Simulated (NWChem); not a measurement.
Species: chlorine (Cl2); SMILES ClCl

```xyz
2

Cl     0.0000     0.0000     1.0128
Cl     0.0000     0.0000    -1.0128
```
Atoms are numbered in this order, from 1.

All runs: NWChem. Pople sets run with spherical d functions. The geometry was optimised at PBE0/def2-SVP.

Q: Taking B3LYP/aug-cc-pVTZ as the yardstick, which of these has the fewest basis functions while keeping “highest occupied level (eV)” within 0.2 eV of it: B3LYP/def2-TZVP; B3LYP/3-21G; B3LYP/def2-SVPD; B3LYP/6-31+G*; B3LYP/STO-3G; B3LYP/6-31G*; B3LYP/def2-SVP; B3LYP/6-311++G**?

A: B3LYP/3-21G (a larger set in the list lies outside the tolerance).
```tsv
level	basis functions	highest occupied level (eV)
B3LYP/STO-3G	18	-7.07
B3LYP/3-21G	26	-8.67
B3LYP/6-31G*	36	-8.50
B3LYP/def2-SVP	36	-8.20
B3LYP/6-31+G*	44	-8.62
B3LYP/def2-SVPD	54	-8.67
B3LYP/6-311++G**	60	-8.64
B3LYP/def2-TZVP	74	-8.47
B3LYP/aug-cc-pVTZ	100	-8.56
```

The yardstick is one finite set, not the basis-set limit.
